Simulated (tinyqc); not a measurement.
RKS/BP86 in the sto-3g basis, for BH, spin multiplicity 1, step by step. One step of it, computed by the program tinyqc.

Problem. Orthogonalisation. S = U s U^T; symmetric (Loewdin) form X = U s^(-1/2) U^T, so that X^T S X = 1.

overlap S:
```
           1B 1s     1B 2s    1B 2px    1B 2py    1B 2pz     2H 1s
1B 1s   1.000000  0.269328  0.000000  0.000000  0.000000  0.013599
1B 2s   0.269328  1.000000  0.000000  0.000000  0.000000  0.189014
1B 2px  0.000000  0.000000  1.000000  0.000000  0.000000  0.000000
1B 2py  0.000000  0.000000  0.000000  1.000000  0.000000  0.000000
1B 2pz  0.000000  0.000000  0.000000  0.000000  1.000000  0.237185
2H 1s   0.013599  0.189014  0.000000  0.000000  0.237185  1.000000
```

Give: eigenvalues of S; X.

Solution.

eigenvalues of S: 0.6404  0.8187  1.0000  1.0000  1.1679  1.3729

X:
```
          1B 1s    1B 2s  1B 2px  1B 2py   1B 2pz    2H 1s
1B 1s    1.0292  -0.1436  0.0000  0.0000  -0.0030   0.0141
1B 2s   -0.1436   1.0443  0.0000  0.0000   0.0188  -0.1038
1B 2px   0.0000   0.0000  1.0000  0.0000   0.0000   0.0000
1B 2py   0.0000   0.0000  0.0000  1.0000   0.0000   0.0000
1B 2pz  -0.0030   0.0188  0.0000  0.0000   1.0226  -0.1260
2H 1s    0.0141  -0.1038  0.0000  0.0000  -0.1260   1.0374
```
